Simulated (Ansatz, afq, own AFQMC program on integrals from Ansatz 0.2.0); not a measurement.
Where AFQMC and coupled cluster stand for GaSiH₂, sextet

```yaml
atoms:
  - { symbol: Si, position_ang: [0.0000, 0.0000, 1.7384] }
  - { symbol: Ga, position_ang: [0.0000, 0.0000, -0.6618] }
  - { symbol: H, position_ang: [0.0000, -1.4132, -1.3308] }
  - { symbol: H, position_ang: [0.0000, 1.4132, -1.3308] }
```

Connectivity, by distances: Si–GaH2.

Basis cc-pVDZ. Noble-gas cores (and the filled d shells of Ga–Kr and In–Xe) are frozen. AFQMC by an in-house program on the Cholesky factors that Ansatz 0.2.0 writes for its CCSD(T) run. ph-AFQMC/CISD is guided by a CISD state made of CCSD amplitudes; releasing the constraint for a short imaginary time cuts its bias at the price of noise, slowly where states lie close. Error bars are statistical, one sigma. No spin–orbit coupling.

Determinant: UHF, the one that the program's search chose, which needn't be the lowest solution. The geometry is a PBE0/def2-TZVP stationary point of this or a neighbouring charge and spin state.

No full CI on the walks' own integrals is used here; CCSDT(Q) serves as the reference and is uncertain by about the last step of the cluster series.

Cautions: no relativity below Rb; no spin-orbit coupling; inner d shell frozen; another spin lies lower (by 5.76 eV); the search met a lower determinant of the same kind, perhaps of another symmetry (7 meV lower), and this one is a saddle point; unrestricted determinant slightly spin contaminated (⟨S²⟩ 8.82 against 8.75); the released energies are still falling, so no released level is given (meV from the phaseless value at times in 1/Eh: -6 ± 7 at 0.24, -9 ± 7 at 0.51, -17 ± 7 at 0.99, -24 ± 8 at 1.62, -38 ± 9 at 2.40), though the last usable value meets CCSDT(Q) within the noise.

- T1 diagnostic: 0.0300
- weight of the determinant in the CISD state: 0.865
- ⟨S²⟩ of the determinant: 8.816
- size of the correlated space: 9 electrons in 36 orbitals

Reference: CCSDT(Q), correlation energy -3.963 eV.

```csv
level,E − E(reference) (mEh),share of correlation (%)
HF,145.63,0.00
MP2,41.30,71.64
CCSD,5.98,95.89
CCSD(T),1.51,98.97
CCSDT,0.29,99.80
ph-AFQMC/CISD,1.73 ± 0.26,98.81
```

A walk keeps the symmetry of its determinant, which the program's search chose and which needn't be the lowest solution, so a lower state of the same spin and another symmetry isn't excluded.
